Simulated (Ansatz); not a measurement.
Geometry optimisation, UHF/6-31G* (Ansatz 0.2.0).

input.yaml

```yaml
crystal:
  periodic: [false, false, false]
  atoms:
    - { symbol: "N", position_ang: [-1.831, 0.3607, -0.9047] }
    - { symbol: Si, position_ang: [-0.1754, 0.6129, -0.5469] }
    - { symbol: Si, position_ang: [0.6735, -0.9219, 0.9312] }
    - { symbol: H, position_ang: [-2.0611, 1.1551, -1.5838] }
    - { symbol: H, position_ang: [0.5712, 0.546, -1.8513] }
    - { symbol: H, position_ang: [-0.0037, 2.0084, -0.0117] }
    - { symbol: H, position_ang: [-0.4413, -1.91399, 1.36456] }
    - { symbol: H, position_ang: [1.12657, -0.35223, 2.21256] }
    - { symbol: H, position_ang: [1.75343, -1.83113, 0.34555] }
magnetization:
  spin_polarized: true
  initial_magnetization: 1
basis:
  gaussian: { orbitals: "6-31G*" }
hamiltonian:
  xc: hf
relax:
  f_tol: 0.015
  max_steps: 40
```

Run as:

```bash
$ ansatz run input.yaml --threads 1 --pin off --max-ram 2048MiB --backend cpu --events-out ev --progress --plain --runs-dir out
```

Problem. Where does it end, and by what steps?

Solution. The forces met the threshold. The force dipped under the threshold on the way, but the program's further checks kept it going. After 25 steps the energy has fallen by 0.419 eV; H9 moved furthest, 0.86 Å.

```
step  energy less start (eV)  largest force component (eV/Å)  accepted
   0                  0.0000                           2.481       yes
   1                 -0.2760                           0.906       yes
   2                 -0.3284                           0.176       yes
   3                 -0.3369                           0.051       yes
   4                 -0.3376                           0.027       yes
   5                 -0.3377                           0.019       yes
   6                 -0.3378                           0.007       yes
   7                 -0.3378                           0.006       yes
   8                 -0.3381                           0.074       yes
   9                 -0.3383                           0.144       yes
  10                 -0.3422                           0.237       yes
  11                 -0.2964                           0.645        no
  12                 -0.3528                           0.094       yes
  13                 -0.3604                           0.257       yes
  14                 -0.3517                           0.931        no
  15                 -0.3676                           0.182       yes
  16                 -0.3756                           0.252       yes
  17                 -0.3821                           0.466       yes
  18                 -0.4041                           0.200       yes
  19                 -0.4131                           0.056       yes
  20                 -0.4030                           0.676        no
  21                 -0.4157                           0.086       yes
  22                 -0.4159                           0.133       yes
  23                 -0.4182                           0.066       yes
  24                 -0.4192                           0.010       yes
  25                 -0.4193                           0.006       yes
```

```xyz
9
Properties=species:S:1:pos:R:3
N -1.400 0.215 -1.562
Si -0.031 0.776 -0.596
Si 0.555 -0.935 0.914
H -2.311 0.429 -1.186
H 1.086 1.059 -1.515
H -0.335 2.017 0.154
H -0.594 -1.261 1.787
H 1.676 -0.480 1.764
H 0.967 -2.157 0.195
```

Whether the end is a true minimum wasn't checked by a vibrational analysis.

The run took 2.3 min on 1 CPU thread of a shared host.
